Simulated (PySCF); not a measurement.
thioformamide, CH₃NS, SMILES NC=S, point group Cs.

Force field and properties: PBE0/pcSseg-1 (PySCF, grid level 2). Vibrational terms come from second-order perturbation theory with semi-diagonal cubic constants, by steps of ±0.6 along the normal coordinates of each isotopologue. The parent has the commonest isotopes.

Equilibrium geometry in the parent's principal axes a, b, c (Å):

| atom | a | b | c |
| --- | --- | --- | --- |
| N1 | -1.61 | -0.24 | 0.00 |
| C2 | -0.49 | 0.49 | 0.00 |
| S3 | 1.04 | -0.09 | 0.00 |
| H4 | -1.54 | -1.26 | 0.00 |
| H5 | -2.53 | 0.18 | 0.00 |
| H6 | -0.70 | 1.56 | 0.00 |

Ground-state constants (MHz). Parent: 62231.2, 6053.1, 5513.3. A species with one ²H: 52435.3, 5886.6, 5289.3.

Q: Which position carries the label?

A: Moments I = 505379/B are 8.1210, 83.4908, 91.6661 and 9.6381, 85.8518, 95.5474 u Å². With M = 60.9986 u and Δm = 1.0063 u, μ = MΔm/(M + Δm) = 0.9899 u. Kraitchman's equations give |a|, |b|, |c| = 1.529, 1.258, 0.044i Å. That is H4, whose equilibrium values are 1.543, 1.255, 0.000 Å. An imaginary value marks an atom near a principal plane, where vibrational terms outweigh the coordinate.

Internal rotors are held in one well.
